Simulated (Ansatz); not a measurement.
## Other spins and charges of H$_{3}$Ge–PH$_{2}$, singlet at one geometry

Geometry (PBE0/def2-TZVP stationary point for this spin, not checked as a minimum):

```csv
atom,x (Å),y (Å),z (Å)
Ge,-0.0194,0.0000,0.6923
P,0.1032,0.0000,-1.6269
H,0.7081,-1.2513,1.2097
H,0.7081,1.2513,1.2097
H,-1.4630,0.0000,1.2228
H,-0.8631,-1.0313,-1.7718
H,-0.8631,1.0313,-1.7718
```

Basis cc-pVDZ; Ansatz 0.2.0. Correlated methods freeze the noble-gas cores and the filled d shells of p-block atoms. R marks a restricted (for open shells ROHF) determinant, U an unrestricted one. No spin–orbit coupling is included, and no scalar relativity.

Gaps are energies of the second state less the first, at fixed atoms, for a selection of the levels run; each method lands on the state that its own search finds for that charge and spin.

Removing an electron, to the doublet: 9.552 eV at UCCSDT(Q).

```tsv
level	gap (eV)	error (meV)
UHF	8.795	-757
UMP2	9.563	11
CISD	9.428	-124
UCCSDT	9.549	-3
PBE	9.586	34
PBE0	9.685	133
B3LYP	9.702	150
wB97M-V	9.756	204
B2PLYP	9.622	70
RPA-PBE	9.690	138
```

In so small a basis the reference is far from its limit while semilocal and hybrid functionals are nearer theirs (RPA and double hybrids share part of the reference's basis error), so the functionals' errors here hold much of the reference's basis and frozen-core error, which can add to them or hide them.

Full CI isn't at hand for all of this; UCCSDT(Q) serves as the reference, and is uncertain by the last step of the cluster series or more.
